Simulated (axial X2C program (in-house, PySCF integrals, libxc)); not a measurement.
## Potential curves of NH⁻, 2c

Calculated with an in-house relativistic program for diatomic molecules. Two-component (2c) means X2C with spin–orbit coupling and atomic mean-field two-electron Coulomb and Gaunt terms. Basis: N dyall-av3z [7s7p3d2f], H dyall-av3z [7s3p2d] (cores contracted in-house); Gaussian nuclei, density fitting, unrestricted open shells. Masses: N 14.003 u, H 1.008 u.

State: Ω = 3/2 (⟨Sz⟩ = 0.50, ⟨Lz⟩ = 1.00 at PBE0). Energies in eV from the fragments at the same level (N + H-). Fits are polynomials in 1 − R0/R over 0.85 to 1.23 times the lowest point R0.

```
 R (Å)     PBE0     BLYP
0.9039  -2.7511  -2.9973
0.9455  -3.0077  -3.2647
0.9767  -3.1228  -3.3895
1.0078  -3.1846  -3.4622
1.0390  -3.2030  -3.4927
1.0754  -3.1802  -3.4850
1.1117  -3.1197  -3.4406
1.1585  -2.9997  -3.3426
1.2156  -2.8083  -3.1791
1.2987  -2.4772  -2.8896
```

The state is a single determinant with fixed occupations, the lowest that a limited PBE0 search found. De is counted from the lowest determinant-based energies of the atoms at the same level, without counterpoise correction. Density functionals use the spin component along the axis (collinear). The highest occupied level is positive at some bond lengths even in Hartree–Fock (under at least one Hamiltonian), so the basis set holds the extra electron there; where that holds at Re the anion is at best weakly bound and its constants depend on the basis. The functionals have no current-density term, which raises determinants with orbital currents, atoms included.

(1) What are Re, ωe and De at the PBE0 level?

(2) What are Re, ωe and De at the BLYP level?

## Answers

(1) At PBE0, 2c: Re = 1.039 Å, ωe ≈ 3250 cm⁻¹, De = 3.20 eV to N + H-; Be follows as 16.6 cm⁻¹.

(2) At BLYP, 2c: Re = 1.050 Å, ωe ≈ 3080 cm⁻¹, De = 3.49 eV to N + H-; Be follows as 16.3 cm⁻¹.
